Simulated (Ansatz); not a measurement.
Species: NH, charge 0, singlet. This singlet is an excited state, 1.9 eV above the triplet at CCSD(T)/cc-pV5Z (Ansatz, a first-principles code). NH (λ1-azane, SMILES [NH]).
B3LYP-D3(BJ)/def2-TZVP minimum from Ansatz:
```xyz
2

N      0.0000     0.0000    -0.1300
H      0.0000     0.0000     0.9099
```
Charge 0, spin multiplicity 1.

Total energies in cc-pV5Z, 6 correlated electrons, 1 frozen orbitals. Radicals and triplets start from unrestricted determinants; spin-orbit coupling is neglected. Cores are frozen in correlated methods. No relativity. The restricted determinant of HN ([NH], singlet) is unstable towards broken spin symmetry in at least one set run.

```json
[
 {"method": "HF", "program": "Ansatz", "energy (Eh)": "-54.87999", "minus CCSDT(Q) (mEh)": "221.96"},
 {"method": "MP2", "program": "Ansatz", "energy (Eh)": "-55.05594", "minus CCSDT(Q) (mEh)": "46.01"},
 {"method": "CCSD", "program": "Ansatz", "energy (Eh)": "-55.08065", "minus CCSDT(Q) (mEh)": "21.30"},
 {"method": "CCSD(T)", "program": "Ansatz", "energy (Eh)": "-55.09027", "minus CCSDT(Q) (mEh)": "11.68"},
 {"method": "CCSDT(Q)", "program": "Ansatz", "energy (Eh)": "-55.10195", "minus CCSDT(Q) (mEh)": "0.00"}
]
```

Rough core times of Ansatz's runs on a shared machine: CCSD(T) under 20 s, CCSDT(Q) 4 min.
